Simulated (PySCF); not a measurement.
# Orbital picture of NO⁺

PBE0 at R = 1.055 Å; basis N def2-TZVP, O def2-TZVP; no relativity; PySCF 2.14. State: ¹Σ⁺ (singlet), closed shell. Only the outer orbitals are listed, counted within each symmetry.

```csv
orbital,occ.,ε (eV),on N (%),main shells (%)
3σ,2,-49.35,34,"52 O s, 22 N s, 13 O p"
4σ,2,-30.27,28,"40 O s, 32 O p, 27 N s"
1π,2,-27.29,38,"61 O p, 36 N p"
1π,2,-27.29,38,"61 O p, 36 N p"
5σ,2,-25.32,79,"40 N s, 39 N p, 18 O p"
2π,0,-12.92,64,"64 N p, 35 O p"
2π,0,-12.92,64,"64 N p, 35 O p"
```

Question: Which are the highest filled and the lowest empty level, where do they sit, and how wide is the gap?

Answer: Highest filled 5σ at -25.32 eV (in %: 40 N s, 39 N p, 18 O p); lowest empty 2π at -12.92 eV (in %: 64 N p, 35 O p); the gap at PBE0 is 12.40 eV.

The bond order (Mayer) is 2.68. The ⟨S²⟩ is 0.000 and the charge on N (Mulliken, basis-dependent) is 0.64. The charge on N (Löwdin, basis-dependent) is 0.43, the dipole moment (positive dipole points towards O; it is taken about the centre of mass and depends on that origin) is -0.38 D and the polarisability along the bond is 8.9 bohr³. The polarisability across the bond is 5.3 bohr³.
